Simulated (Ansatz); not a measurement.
## Relaxing KTi

Level of theory: Ansatz 0.2.0, DFT PBE, scalar-relativistic, plane waves, PAW. Cutoff 420 eV, Γ-centred k mesh, Gaussian smearing, no spin polarisation in the final step.

The start puts KTi on the NaTl (B32) structure type (Fd-3m, No. 227), with K in place of Na, Ti in place of Tl, at a guessed volume.

```
K Ti
1.0
     0.00000    3.80319    3.80319
     3.80319    0.00000    3.80319
     3.80319    3.80319    0.00000
K Ti
2 2
Cartesian
  3.8032 3.8032 3.8032
  5.7048 5.7048 5.7048
  0.0000 0.0000 0.0000
  1.9016 1.9016 1.9016
```

Steps on the 10×10×10 mesh (4 atoms). 4 of 5 steps are shown, and the free energy counts from the last. Trial steps that were taken back and renewals of the plane-wave basis can be among the rows.

```csv
step,ΔF (meV/atom),V (Å³/atom),P (GPa)
1,21.1,27.51,2.52
2,2.8,29.30,0.83
3,0.2,30.26,0.09
5,0.0,30.38,0.01
```

A final relaxation ran on a 10×10×10 mesh. The relaxed crystal, Fd-3m (No. 227):

```cif
data_structure
_symmetry_space_group_name_H-M 'Fd-3m:1'
_symmetry_Int_Tables_number 227
_cell_length_a 7.8630
_cell_length_b 7.8630
_cell_length_c 7.8630
_cell_angle_alpha 90.000
_cell_angle_beta 90.000
_cell_angle_gamma 90.000
_cell_volume 486.15
loop_
_atom_site_label
_atom_site_type_symbol
_atom_site_symmetry_multiplicity
_atom_site_Wyckoff_symbol
_atom_site_fract_x
_atom_site_fract_y
_atom_site_fract_z
_atom_site_occupancy
K1 K 8 b 0.00000 0.00000 0.50000 1
Ti1 Ti 8 a 0.50000 0.00000 0.50000 1
```

```yaml
Volume_per_atom: 30.38 Å³
Density: 2.38 g/cm³
Energy_over_the_elements: 1.47 eV/atom
Gap_on_the_10×10×10_mesh: 0 eV (a metal)
```

The zero of energy is the elements' standard structures at the same level; no fitted shifts are applied.

The final run used a 10×10×10 mesh on its 4-atom cell and 0.10 eV smearing. The k mesh leaves about 4 meV/atom of noise in metals.

A structure relaxed within its symmetry needn't be a true minimum.

Cost: 3 runs of about 1 core-minutes in all, on Arm Neoverse V1 (shared hosts).